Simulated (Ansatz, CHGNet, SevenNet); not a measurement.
Lattice parameter a (Å) of solids drawn from the class of elemental solids other than molecular ones, from the machine-learned potential CHGNet 0.3.0 (trained on PBE and PBE+U data); the machine-learned potential CHGNet-r²SCAN (trained on r²SCAN data); the machine-learned potential SevenNet-0 (trained on PBE and PBE+U data); the machine-learned potential SevenNet-l3i5 (trained on PBE and PBE+U data); PBE in Ansatz (PAW); PBEsol in Ansatz (plane waves, PAW); r²SCAN (PAW; Ansatz, an electronic-structure program).

```tsv
solid	CHGNet 0.3.0	CHGNet-r²SCAN	SevenNet-0	SevenNet-l3i5	PBE	PBEsol	r²SCAN
fcc Pd	3.953	3.916	3.955	3.955	3.943	3.876	(withheld)
fcc Ag	4.159	4.110	4.167	4.165	4.147	4.054	(withheld)
fcc Al	4.044	3.986	4.038	4.038	4.040	4.014	3.992
fcc Ni	3.503	3.480	3.505	3.512	3.519	3.463	3.478
bcc W	3.185	3.171	3.190	3.189	3.184	3.154	3.169
grey tin (α-Sn)	6.656	6.590	6.643	6.654	6.655	6.539	6.566
bcc Ta	3.324	3.321	3.320	3.322	3.319	3.281	3.305
bcc V	2.996	2.979	2.999	2.997	2.997	2.959	2.982
fcc Cu	3.617	3.578	3.613	3.613	3.629	3.563	3.577
bcc Li	3.409	3.413	3.428	3.426	3.435	3.434	3.477
```

Task: Some entries are withheld; supply them.

Result: 
- fcc Pd, r²SCAN: 3.908
- fcc Ag, r²SCAN: 4.104

The levels part most in proportion for fcc Ag (4.054 to 4.167 Å) and least for bcc W (3.154 to 3.190 Å).

Ansatz's runs of these crystals have no spin polarisation, but for fcc Ni. A magnetic state wasn't tried for fcc Pd, bcc V with meta-GGA or hybrid levels, which favour moments.

Density-functional runs with spin start from parallel moments for fcc Ni.

Ansatz's density-functional and Hartree–Fock values are scalar-relativistic unless marked +SOC, with PAW data made under PBE.

Machine-learned potentials (CHGNet 0.3.0, CHGNet-r²SCAN, SevenNet-0, SevenNet-l3i5) are trained on DFT data: a solid inside that data is no test of them.
